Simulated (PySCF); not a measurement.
One ligand Y is varied and pulled off as a radical: Cd(CH3)1–Y. Isolated molecules, 0 K electronic values unless said otherwise. One relaxed conformer stands for each flexible species; it need not be the lowest. Multiplicities are imposed; where one is given, others were not computed. Strings in code marks are SMILES.

Method: r2SCAN-D4/def2-TZVP // r2SCAN-D4/def2-SVP in PySCF. All candidates: neutral, multiplicity 2. 

highest occupied spin orbital: -5.98 eV
dipole moment: 1.71 D

**Question.** Name which member has these values.
A. `C[N]C`
B. `[OH]`
C. `[NH2]`
D. `C[O]`

**Answer.** A, `C[N]C`. The others give `C[O]`: -6.35 eV, 2.02 D; `[OH]`: -7.57 eV, 1.76 D; `[NH2]`: -7.49 eV, 1.96 D
